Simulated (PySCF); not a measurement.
Electronic absorption of H6NPSi

Species: H₆NPSi.
Numbering: `[NH2:1][SiH2:2][PH2:3]` (hydrogens: H4, H5 on N1; H6, H7 on Si2; H8, H9 on P3)

Cartesian coordinates in Å at the GFN2-xTB level; atoms count from 1:
```
atom  x, y, z in Å
N1    -1.3691    0.7249   -0.0782
Si2   -0.2278   -0.4618    0.4163
P3     1.5519   -0.0608   -0.8856
H4    -1.3940    1.0155   -1.0425
H5    -2.2969    0.7193    0.3109
H6    -0.0134   -0.2403    1.8488
H7    -0.5997   -1.8699    0.2008
H8     2.3986   -0.8848   -0.1700
H9     1.9640    1.0638   -0.1983
```

Level of theory: PySCF, TDDFT PBE0/def2-SVPD, vertical, gas phase, core orbitals frozen in the response.

```json
{"state": "S1", "E (eV)": "6.13", "E (kJ/mol)": "591", "λ (nm)": "202.4", "f": "0.015", "|μ| (D)": "0.80", "main configurations (H = HOMO, L = LUMO)": "H→L (49%), H-1→L (48%)"}
{"state": "S2", "E (eV)": "6.41", "E (kJ/mol)": "618", "λ (nm)": "193.5", "f": "0.057", "|μ| (D)": "1.53", "main configurations (H = HOMO, L = LUMO)": "H-1→L (46%), H→L (37%)"}
{"state": "S3", "E (eV)": "6.72", "E (kJ/mol)": "649", "λ (nm)": "184.4", "f": "0.019", "|μ| (D)": "0.87", "main configurations (H = HOMO, L = LUMO)": "H→L+1 (89%)"}
{"state": "S4", "E (eV)": "6.96", "E (kJ/mol)": "671", "λ (nm)": "178.2", "f": "0.020", "|μ| (D)": "0.87", "main configurations (H = HOMO, L = LUMO)": "H-1→L+1 (77%), H→L+2 (17%)"}
{"state": "S5", "E (eV)": "7.03", "E (kJ/mol)": "678", "λ (nm)": "176.4", "f": "0.093", "|μ| (D)": "1.87", "main configurations (H = HOMO, L = LUMO)": "H→L+2 (70%), H-1→L+1 (15%)"}
{"state": "S6", "E (eV)": "7.21", "E (kJ/mol)": "695", "λ (nm)": "172.0", "f": "0.051", "|μ| (D)": "1.36", "main configurations (H = HOMO, L = LUMO)": "H→L+3 (66%), H-1→L+2 (16%), H-1→L+3 (10%)"}
```

Triplets, Tamm–Dancoff:

| state | E (eV) | λ (nm) | main configurations (H = HOMO, L = LUMO) |
| --- | --- | --- | --- |
| T1 | 5.49 | 225.9 | H→L (74%) |
| T2 | 5.81 | 213.5 | H→L+2 (42%), H→L+1 (31%), H-1→L+2 (10%) |

The lowest singlet lies at 6.13 eV (202 nm, ultraviolet) and is weak; its leading configuration is HOMO→LUMO (49%). The most intense listed level is S5 at 7.03 eV (176 nm, f = 0.093), 0.90 eV above S1. Löwdin shares by element: HOMO phosphorus 52%, nitrogen 16%, silicon 14%, hydrogen 5% or more; LUMO silicon 32%, phosphorus 21%, nitrogen 11%, hydrogen 8% or more (atoms not listed hold the other 29%). The oscillator strengths of these states sum to 0.255; summed over the whole spectrum of an exact calculation they would give the number of electrons, 42 (Thomas–Reiche–Kuhn). Weighted by f, the mean energy of these states is 6.84 eV. The listed states span 1.08 eV, and the widest gap between neighbours is 0.32 eV (S2 to S3). Singlets were solved by full linear response, triplets in the Tamm–Dancoff approximation.

One conformer stands for the species.
